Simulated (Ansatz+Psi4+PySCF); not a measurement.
## doublet O₃(-): levels of theory in one basis

```yaml
atoms:
  - { symbol: O, position_ang: [-0.0195, 1.0993, -0.2283] }
  - { symbol: O, position_ang: [-0.0061, -0.0176, 0.4644] }
  - { symbol: O, position_ang: [-0.0109, -1.1014, -0.2451] }
```

Basis set: aug-cc-pVTZ (spherical functions). Correlated methods keep 3 orbitals frozen. Correlation on ROHF uses semicanonical orbitals with singles. Charge -1, multiplicity 2.

Computed with Ansatz (development build ahead of 0.2.0) and Psi4 1.11; each method stands on the lowest determinant of its kind that the runs found.

```csv
method,E − E(ROHF) (eV),<S²> of the determinant
ROHF,0.00,0.75
UHF,-0.29,0.78
UHF-MP2,-20.33,0.78
```

Task: What does ROHF-MP2 give on the same scale?

Result: -20.52 eV.
